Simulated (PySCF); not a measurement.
## Silicon: a sound run and one with changed settings

Sound run: Si [Ne] 3s2 3p2, Si⁺ [Ne] 3s2 3p1. Computed with PySCF 2.14 in cc-pVTZ-DK, with the spin-free X2C one-electron Hamiltonian (Gaussian nucleus). In the sound run the correlated levels freeze [Ne]. The sound run starts from symmetry-adapted Hartree-Fock orbitals and uses a fine grid where one is needed.

Changed run: initial guess 1e, at most 50 SCF cycles, level shift 0.1 hartree.

```json
{"species": "Si", "method": "UHF", "sound run (hartree)": "-289.45898", "changed run (hartree)": "-289.45898", "converged": "yes"}
{"species": "Si", "method": "BP86", "sound run (hartree)": "-290.01143", "changed run (hartree)": "-290.01143", "converged": "yes"}
{"species": "Si", "method": "LDA", "sound run (hartree)": "-288.81004", "changed run (hartree)": "-288.81004", "converged": "yes"}
{"species": "Si", "method": "MP2", "sound run (hartree)": "-289.51503", "changed run (hartree)": "-289.50873", "converged": "yes"}
{"species": "Si", "method": "CCSD(T)", "sound run (hartree)": "-289.53558", "changed run (hartree)": "-289.53558", "converged": "yes"}
{"species": "Si⁺", "method": "UHF", "sound run (hartree)": "-289.17859", "changed run (hartree)": "-289.17859", "converged": "yes"}
{"species": "Si⁺", "method": "BP86", "sound run (hartree)": "-289.70843", "changed run (hartree)": "-289.70843", "converged": "yes"}
{"species": "Si⁺", "method": "LDA", "sound run (hartree)": "-288.50784", "changed run (hartree)": "-288.50784", "converged": "yes"}
{"species": "Si⁺", "method": "MP2", "sound run (hartree)": "-289.21989", "changed run (hartree)": "-289.21534", "converged": "yes"}
{"species": "Si⁺", "method": "CCSD(T)", "sound run (hartree)": "-289.23803", "changed run (hartree)": "-289.23803", "converged": "yes"}
```

Ionisation energy of Si:

| method | sound run (eV) | changed run (eV) |
| --- | --- | --- |
| UHF | 7.630 | 7.630 |
| BP86 | 8.245 | 8.245 |
| LDA | 8.223 | 8.223 |
| MP2 | 8.031 | 7.984 |
| SCS-MP2 | 7.946 | 7.907 |
| CCSD | 8.060 | 8.060 |
| CCSD(T) | 8.097 | 8.097 |

A level shift leaves the converged SCF energy unchanged but raises the virtual orbital energies, which shrinks MP2 if it is not removed.

For comparison, NIST gives 8.152 eV between the lowest levels.
